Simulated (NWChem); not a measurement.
# SiF4; SMILES F[Si](F)(F)F

Results from NWChem. Pople sets run with spherical d functions. The geometry was optimised at B3LYP/6-31G* (spherical d).

Order these by “orbital gap (eV)”, lowest first: PBE0/6-311++G**; PBE0/6-31G*; PBE0/6-311G**.

PBE0/6-311++G** (12.27), PBE0/6-31G* (12.90), PBE0/6-311G** (13.09)
